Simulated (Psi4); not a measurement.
**SiPH5 (SMILES [SiH3]P): a chain of runs**

Wanted: a structure relaxation (B97-3c/def2-mTZVP), then vibrational wavenumbers, then a single-point energy (MP2-F12/cc-pVDZ-F12) of SiPH5. 

The calculation is run with Psi4 1.11.

### 1 Starting point

SiPH5: 7 atoms, total charge 0, spin state singlet. SMILES: `[SiH3]P`. The coordinates come from a GFN2-xTB relaxation. The run starts from this shape.

Bond lengths: Si1–P2 2.234 Å, Si1–H3 1.462 Å, Si1–H4 1.462 Å, Si1–H5 1.465 Å, P2–H6 1.383 Å, P2–H7 1.383 Å. Angles: Si1–P2–H6 95.7°, Si1–P2–H7 95.8°, P2–Si1–H3 106.9°, P2–Si1–H4 106.8°, P2–Si1–H5 113.1°, H6–P2–H7 92.2°, H3–Si1–H4 111.1°, H3–Si1–H5 109.5°, H4–Si1–H5 109.5°.

### 2 A structure relaxation at B97-3c/def2-mTZVP (density fitting) (run 1)

job.inp reads:

```
memory 1600 MB

molecule {
  0 1
  Si    -0.640830    -0.361550    -0.395920
  P      1.061310    -0.009120     1.007680
  H     -1.825500    -0.602940     0.426340
  H     -0.298920    -1.544330    -1.184630
  H     -0.890510     0.768910    -1.293660
  H      0.664680     1.260240     1.387120
  H      1.929760     0.488790     0.053060
}

set {
  geom_maxiter 60
}

result = opt("b97-3c")
```

Command:

```bash
psi4 -i job.inp -o job.out -n 1
```

job.out:

```text
[...]
  Running in c1 symmetry.
[...]
  Nuclear repulsion =   91.502975466955917
[...]
  Multiplicity = 1
[...]
  Nalpha       = 17
  Nbeta        = 17
[...]
    Number of basis functions: 59
[...]
   @DF-RKS iter   1:  -633.60371408307697   -1.95045e-01   7.64020e-03 ADIIS/DIIS
[...]
   @DF-RKS iter   6:  -633.71802025346972   -1.02318e-12   7.33758e-09 DIIS
[...]
    Orbital Energies [Eh]
    ---------------------
    Doubly Occupied:
       1A    -76.285939     2A    -65.402437     3A     -6.347933
       4A     -5.101673     5A     -4.571004     6A     -4.569812
       7A     -4.566117     8A     -3.515804     9A     -3.514813
      10A     -3.514747    11A     -0.593860    12A     -0.477729
      13A     -0.363023    14A     -0.329015    15A     -0.313411
      16A     -0.296147    17A     -0.236479
[...]
  @DF-RKS Final Energy:  -633.71802025346972
   => Energetics <=
    Nuclear Repulsion Energy =             90.0891395248428495
    One-Electron Energy =               -1055.7204658934331292
    Two-Electron Energy =                 377.7941537380690420
    DFT Exchange-Correlation Energy =     -45.8574513640403438
    Empirical Dispersion Energy =          -0.0233962589080101
    VV10 Nonlocal Energy =                  0.0000000000000000
    Total Energy =                       -633.7180202534697173
[...]
 Multipole Moments:
 ------------------------------------------------------------------------------------
     Multipole            Electronic (a.u.)      Nuclear  (a.u.)        Total (a.u.)
 ------------------------------------------------------------------------------------
 L = 1.  Multiply by 2.5417464519 to convert [e a0] to [Debye]
 Dipole X            :          2.2991390           -2.3573568           -0.0582178
 Dipole Y            :         -0.6510671            0.9295423            0.2784751
 Dipole Z            :          2.5569654           -2.7743731           -0.2174077
 Magnitude           :                                                    0.3580556
[...]
  -Total Gradient:
     Atom            X                  Y                   Z
    ------   -----------------  -----------------  -----------------
       1        0.000018504315     0.000063551766    -0.000021305965
       2       -0.000029453719    -0.000020036204    -0.000014920195
       3       -0.000007159341    -0.000002034301    -0.000006508784
       4       -0.000009772578    -0.000001324473    -0.000006866430
       5       -0.000051212331    -0.000039192419    -0.000025691194
       6        0.000000764907    -0.000002658839    -0.000015590355
       7       -0.000013514909     0.000006735104     0.000000958177
[...]
    Final optimized geometry and variables:
    Molecular point group: c1
    Full point group: C1
    Geometry (in Angstrom), charge = 0, multiplicity = 1:
    SI          -0.876420178158    -0.202536533653    -0.712201741947
    P            0.845770827278     0.145866059501     0.716177837546
    H           -2.091452714556    -0.467392622074     0.094717179979
    H           -0.563900769844    -1.406889238457    -1.518076804422
    H           -1.151013580097     0.929740333978    -1.631873468593
    H            0.415559225003     1.445103951917     1.099643611211
    H            1.726668412640     0.638850741839    -0.284388693134
    Psi4 run time: 0:00:24.57
[...]
```

The script printed:

```text
Optimizer: Optimization complete!
```

Wall time 26 s (1 thread of Intel Xeon Platinum 8259CL at 2.50GHz (Skylake/Cascade Lake), shared host); peak memory 0.49 GiB.

The path in brief:

| step | energy from the first frame kept (eV) | largest force (eV/Å) |
| --- | --- | --- |
| 0 | 0.0000 | 1.0600 |
| 1 | -0.0522 | 0.1563 |
| 2 | -0.0534 | 0.0378 |
| 3 | -0.0535 | 0.0083 |
| 4 | -0.0535 | 0.0036 |

After the run. Bond lengths: Si1–P2 2.264 Å, Si1–H3 1.482 Å, Si1–H4 1.482 Å, Si1–H5 1.484 Å, P2–H6 1.421 Å, P2–H7 1.421 Å. Angles: Si1–P2–H6 94.6°, Si1–P2–H7 94.6°, P2–Si1–H3 107.9°, P2–Si1–H4 107.9°, P2–Si1–H5 114.5°, H6–P2–H7 93.5°, H3–Si1–H4 108.9°, H3–Si1–H5 108.8°, H4–Si1–H5 108.8°.

### 3 Vibrational wavenumbers at B97-3c/def2-mTZVP (density fitting) (run 2)

job.dat reads:

```
memory 1600 mb

molecule system {
  Si
  P 1 R2
  H 1 R3 2 A3
  H 1 R4 3 A4 2 D4
  H 1 R5 4 A5 3 D5
  H 2 R6 1 A6 4 D6
  H 2 R7 6 A7 1 D7

  R2 = 2.264419
  R3 = 1.48242
  A3 = 107.90837
  R4 = 1.48242
  A4 = 108.87758
  D4 = 116.87912
  R5 = 1.484335
  A5 = 108.77856
  D5 = -118.39902
  R6 = 1.421319
  A6 = 94.62448
  D6 = 168.18194
  R7 = 1.421319
  A7 = 93.4666
  D7 = 94.93268
}

set t 400.0
set rotational_symmetry_number 1

result, w = frequency("b97-3c", return_wfn=True)
```

Command:

```bash
psi4 -i job.dat -o job.out -n 1
```

job.out:

```text
[...]
  Running in c1 symmetry.
[...]
  Nuclear repulsion =   90.089143097118225
[...]
  Multiplicity = 1
[...]
  Nalpha       = 17
  Nbeta        = 17
[...]
    Number of basis functions: 59
[...]
   @DF-RKS iter   1:  -633.61235379711229   -2.52459e-01   7.41086e-03 ADIIS/DIIS
[...]
   @DF-RKS iter  10:  -633.71802000269042   -6.46878e-11   6.07819e-09 DIIS
[...]
  @DF-RKS Final Energy:  -633.71802000269042
   => Energetics <=
    Nuclear Repulsion Energy =             90.0891352194472290
    One-Electron Energy =               -1055.7204524902922458
    Two-Electron Energy =                 377.7941441388034036
    DFT Exchange-Correlation Energy =     -45.8574506293512840
    Empirical Dispersion Energy =          -0.0233962412975673
    VV10 Nonlocal Energy =                  0.0000000000000000
    Total Energy =                       -633.7180200026904231
[...]
 Multipole Moments:
 ------------------------------------------------------------------------------------
     Multipole            Electronic (a.u.)      Nuclear  (a.u.)        Total (a.u.)
 ------------------------------------------------------------------------------------
 L = 1.  Multiply by 2.5417464519 to convert [e a0] to [Debye]
 Dipole X            :         -1.0852963            1.3676493            0.2823530
 Dipole Y            :          0.6586346           -0.8297440           -0.1711093
 Dipole Z            :          3.2613368           -3.3999075           -0.1385707
 Magnitude           :                                                    0.3580551
[...]
  -Total Gradient:
     Atom            X                  Y                   Z
    ------   -----------------  -----------------  -----------------
       1        0.000006656167    -0.000121085073     0.000010472052
       2       -0.000015225981     0.000007555911    -0.000035170978
       3        0.000003414612     0.000002695891     0.000010160241
       4        0.000001614982     0.000005891989    -0.000031911512
       5       -0.000025830837     0.000020271609    -0.000061235702
       6        0.000052704653     0.000005661677     0.000062349694
       7       -0.000000430343     0.000064969635    -0.000080459475
[...]
  ==> Harmonic Vibrational Analysis <==
[...]
  Freq [cm^-1]                 170.4760            433.7964            469.4849
[...]
  IR activ [km/mol]             1.9296              4.5555             28.7383
[...]
  Freq [cm^-1]                 484.2332            735.1073            791.9474
[...]
  IR activ [km/mol]            15.9884             23.6969              2.1660
[...]
  Freq [cm^-1]                 897.6660            930.4145            942.6324
[...]
  IR activ [km/mol]            267.5080            69.5382             41.3642
[...]
  Freq [cm^-1]                1108.7681           2169.1341           2185.5934
[...]
  IR activ [km/mol]            11.8720             96.4274             90.5951
[...]
  Freq [cm^-1]                2190.1567           2335.0138           2348.0122
[...]
  IR activ [km/mol]            98.6840             58.7640             74.0301
[...]
  Total E_0, Enthalpy at 0 [K]                                                         -633.67657483 [Eh]
[...]
  Total H, Enthalpy at  400.00 [K]                                                     -633.66804811 [Eh]
[...]
  Total G, Gibbs energy at  400.00 [K]                                                 -633.71415229 [Eh]
[...]
```

On the terminal:

```text
Warning: used thermodynamics relations inappropriate for low-frequency modes: ['170.4760' '433.7964' '469.4849' '484.2332']
```

Wall time 3.3 min (1 thread of Intel Xeon Platinum 8259CL at 2.50GHz (Skylake/Cascade Lake), shared host); peak memory 0.47 GiB.

### 4 A single-point energy at MP2-F12/cc-pVDZ-F12 (density fitting, density fitting for correlation) (run 3)

calc.py reads:

```python
import psi4

psi4.set_memory(1600000000)
psi4.set_num_threads(1)
psi4.core.set_output_file('h5psi.out', False)

m = psi4.geometry("""
0 1
Si
P 1 2.264419
H 1 1.48242 2 107.90837
H 1 1.48242 3 108.87758 2 116.87912
H 1 1.484335 4 108.77856 3 -118.39902
H 2 1.421319 1 94.62448 4 168.18194
H 2 1.421319 6 93.4666 1 94.93268
units angstrom
""")

psi4.set_options({
    'basis': 'cc-pVDZ-F12',
    'freeze_core': True,
})

energy_value, wavefunction = psi4.energy('mp2-f12', return_wfn=True)
print(f'total energy {energy_value:.8f} hartree = {energy_value * 27.211386:.5f} eV')
for k, v in sorted(psi4.core.scalar_variables().items()):
    print(f'{k:45s} {v:18.10f}')
```

Command:

```bash
python calc.py
```

h5psi.out:

```text
[...]
  Running in c1 symmetry.
[...]
  Nuclear repulsion =   90.089143097118225
[...]
  Multiplicity = 1
[...]
  Nalpha       = 17
  Nbeta        = 17
[...]
    Number of basis functions: 123
[...]
   @DF-RHF iter   1:  -632.55935414749763   -5.01065e-01   2.11525e-03 ADIIS/DIIS
[...]
   @DF-RHF iter  10:  -632.60954103265817   -2.73985e-11   9.19641e-09 DIIS
[...]
    Orbital Energies [Eh]
    ---------------------
    Doubly Occupied:
       1A    -79.939456     2A    -68.784233     3A     -7.482899
       4A     -6.132075     5A     -5.376391     6A     -5.376106
       7A     -5.375338     8A     -4.238068     9A     -4.237848
      10A     -4.237680    11A     -0.857076    12A     -0.701962
      13A     -0.534399    14A     -0.500370    15A     -0.481635
      16A     -0.445383    17A     -0.371553
[...]
  @DF-RHF Final Energy:  -632.60954103265817
   => Energetics <=
    Nuclear Repulsion Energy =             90.0891430971182245
    One-Electron Energy =               -1055.2524230477704350
    Two-Electron Energy =                 332.5537389179939964
    Total Energy =                       -632.6095410326581714
[...]
 Multipole Moments:
 ------------------------------------------------------------------------------------
     Multipole            Electronic (a.u.)      Nuclear  (a.u.)        Total (a.u.)
 ------------------------------------------------------------------------------------
 L = 1.  Multiply by 2.5417464519 to convert [e a0] to [Debye]
 Dipole X            :         -1.1408219            1.3676493            0.2268274
 Dipole Y            :          0.6920804           -0.8297440           -0.1376636
 Dipole Z            :          3.2521272           -3.3999075           -0.1477803
 Magnitude           :                                                    0.3037120
[...]
```

Standard output:

```text
total energy -632.94123132 hartree = -17223.20816 eV
CURRENT CORRELATION ENERGY                         -0.3261259828
CURRENT ENERGY                                   -632.9412313246
CURRENT REFERENCE ENERGY                         -632.6151053418
CUSTOM SCS-MP2 CORRELATION ENERGY                  -0.2732960545
CUSTOM SCS-MP2 TOTAL ENERGY                      -632.8828370872
DD SOLVATION ENERGY                                 0.0000000000
F12 CABS CORRECTION ENERGY                         -0.0055643091
HF KINETIC ENERGY                                 632.6020701725
HF POTENTIAL ENERGY                             -1265.2116112052
HF TOTAL ENERGY                                  -632.6095410327
HF VIRIAL RATIO                                     2.0000118097
HF-CABS TOTAL ENERGY                             -632.6151053418
MP2 CORRELATION ENERGY                             -0.2595267842
MP2 DOUBLES ENERGY                                 -0.2595267842
MP2 OPPOSITE-SPIN CORRELATION ENERGY               -0.2155236075
MP2 SAME-SPIN CORRELATION ENERGY                   -0.0440031767
MP2 SINGLES ENERGY                                 -0.0000000000
MP2 TOTAL ENERGY                                 -632.8690678168
MP2-F12 CORRECTION ENERGY                          -0.0665991986
MP2-F12 CORRELATION ENERGY                         -0.3261259828
MP2-F12 DOUBLES ENERGY                             -0.3261259828
MP2-F12 OPPOSITE-SPIN CORRELATION ENERGY           -0.2741844887
MP2-F12 SAME-SPIN CORRELATION ENERGY               -0.0519414941
MP2-F12 SINGLES ENERGY                              0.0000000000
MP2-F12 TOTAL ENERGY                             -632.9412313246
NUCLEAR REPULSION ENERGY                           90.0891430971
ONE-ELECTRON ENERGY                             -1055.2524230478
PCM POLARIZATION ENERGY                             0.0000000000
PE ENERGY                                           0.0000000000
SCF ITERATION ENERGY                             -632.6095410327
SCF ITERATIONS                                     10.0000000000
SCF TOTAL ENERGY                                 -632.6095410327
SCS-MP2 CORRELATION ENERGY                         -0.2732960545
SCS-MP2 TOTAL ENERGY                             -632.8828370872
TWO-ELECTRON ENERGY                               332.5537389180
```

It took 71 s on 1 thread of Intel Xeon Platinum 8259CL at 2.50GHz (Skylake/Cascade Lake), shared host; peak memory 2.8 GiB.

### 5 Outcome

| quantity | value |
| --- | --- |
| run 1, B97-3c/def2-mTZVP: total energy at the end | -633.71802 Eh |
| run 1, B97-3c/def2-mTZVP: dipole moment | 0.91 D |
| run 1, B97-3c/def2-mTZVP: HOMO energy | -6.43 eV |
| run 1, B97-3c/def2-mTZVP: LUMO energy | -0.43 eV |
| run 1, B97-3c/def2-mTZVP: HOMO–LUMO gap | 6.01 eV |
| run 2, B97-3c/def2-mTZVP: lowest harmonic wavenumber | 170 cm⁻¹ |
| run 2, B97-3c/def2-mTZVP: highest harmonic wavenumber | 2348 cm⁻¹ |
| run 2, B97-3c/def2-mTZVP: zero-point energy | 108.8 kJ/mol |
| run 2, B97-3c/def2-mTZVP: ideal-gas entropy at 400 K (symmetry number 1 as used) | 72.3 cal/(mol K) |
| run 3, MP2-F12/cc-pVDZ-F12: total energy | -632.94123 Eh |
| run 3, MP2-F12/cc-pVDZ-F12: HOMO energy (Hartree–Fock orbitals) | -10.11 eV |
| run 3, MP2-F12/cc-pVDZ-F12: LUMO energy (Hartree–Fock orbitals) | 1.22 eV |
| run 3, MP2-F12/cc-pVDZ-F12: HOMO–LUMO gap (Hartree–Fock orbitals) | 11.33 eV |
| run 3, MP2-F12/cc-pVDZ-F12: correlation energy (10 core orbitals frozen) | -326.1 mEh |

What this shows: The optimisation (run 1, B97-3c/def2-mTZVP) took 5 steps and changed the energy by -0.054 eV. All 15 modes (run 2, B97-3c/def2-mTZVP) are real, so the shape is a minimum at this level.
